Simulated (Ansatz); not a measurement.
# Structure relaxation of BaCa₂P₂

All numbers below come from DFT PBE, scalar-relativistic, plane waves, PAW in Ansatz. Cutoff 420 eV, Γ-centred k mesh, Gaussian smearing, no spin polarisation in the final step.

The start puts BaCa₂P₂ on the sites of a reported Tb2InGe2 cell (P4/mbm, No. 127), with Ba in place of In, Ca in place of Tb, P in place of Ge, at a guessed volume.

```xyz
10
Lattice="7.6139 0.0000 0.0000 0.0000 7.6139 0.0000 0.0000 0.0000 4.3685" Properties=species:S:1:pos:R:3 pbc="T T T"
Ba    0.0000    0.0000    0.0000
Ba    3.8070    3.8070    0.0000
Ca    1.3580    5.1650    2.1843
Ca    2.4489    1.3580    2.1843
Ca    6.2559    2.4489    2.1843
Ca    5.1650    6.2559    2.1843
P     2.8832    6.6902    0.0000
P     0.9237    2.8832    0.0000
P     4.7307    0.9237    0.0000
P     6.6902    4.7307    0.0000
```

Cell and atoms relax at zero pressure; the relaxation can't lower the symmetry of the start. After a coarse first stage the cell is made exact in the group found at 0.06 Å.

Energies over the elements count from the elements' standard structures at the same level, with no empirical corrections.

Task: Which crystal results?

Result: It keeps P4/mbm (No. 127). Conventional cell: a = 8.439 Å, c = 3.838 Å. Ba has 4 P at 3.16 Å, 8 Ca at 3.80 Å and 2 Ba at 3.84 Å; Ca is coordinated by 6 P at 3.08–3.17 Å, 1 Ca at 3.24 Å, 4 Ba at 3.80 Å and 2 Ca at 3.84 Å; P is coordinated by 6 Ca at 3.08–3.17 Å and 2 Ba at 3.16 Å.

```xyz
10
Lattice="8.4391 0.0000 0.0000 0.0000 8.4391 0.0000 0.0000 0.0000 3.8382" Properties=species:S:1:pos:R:3 pbc="T T T"
Ba    0.0000    0.0000    0.0000
Ba    4.2195    4.2195    0.0000
Ca    1.1447    5.3642    1.9191
Ca    3.0749    1.1447    1.9191
Ca    7.2944    3.0749    1.9191
Ca    5.3642    7.2944    1.9191
P     2.8496    7.0691    0.0000
P     1.3699    2.8496    0.0000
P     5.5895    1.3699    0.0000
P     7.0691    5.5895    0.0000
```

Task: What are its volume, energy, density and gap?

Result: The volume per atom is 27.33 Å³, the density is 3.39 g/cm³ and the energy over the elements is -0.86 eV/atom. The gap on the 6×6×10 mesh is 0 eV (a metal).

The final run used a 6×6×10 mesh on its 10-atom cell and 0.10 eV smearing. The k mesh leaves about 4 meV/atom of noise in metals. A structure relaxed within its symmetry needn't be a true minimum.

Cost: 4 runs of about 8.5 core-minutes in all, on Arm Neoverse V1 (shared hosts).